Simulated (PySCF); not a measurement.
## MgS⁻: from constants to spectrum

UHF-CCSD(T) constants of MgS⁻, ²Σ⁺ (doublet), unpaired electrons σ ↑ (Mg def2-SVPD, S def2-SVPD; no relativity (PySCF 2.14); masses 23.9850 and 31.9721 u):

| Quantity | Value |
| --- | --- |
| ωe | 451.1 cm⁻¹ |
| ωexe | 1.96 cm⁻¹ |
| Be | 0.23693 cm⁻¹ |
| αe | 0.00142 cm⁻¹ |
| D (centrifugal) | 2.61e-07 cm⁻¹ |

Task: Give the vibrational terms G(v) and spacings up to v = 6.

Result: G(v) = ωe(v+½) − ωexe(v+½)².

| v | G(v) (cm⁻¹) | G(v) − G(v−1) | Bv (cm⁻¹) |
| --- | --- | --- | --- |
| 0 | 225 |  | 0.2362 |
| 1 | 672 | 447 | 0.2348 |
| 2 | 1116 | 443 | 0.2334 |
| 3 | 1555 | 439 | 0.2320 |
| 4 | 1990 | 435 | 0.2305 |
| 5 | 2422 | 432 | 0.2291 |
| 6 | 2849 | 428 | 0.2277 |

Correlated steps freeze 6 core orbitals. The state is the lowest determinant that a PBE0 search found; another state may lie lower at other levels.
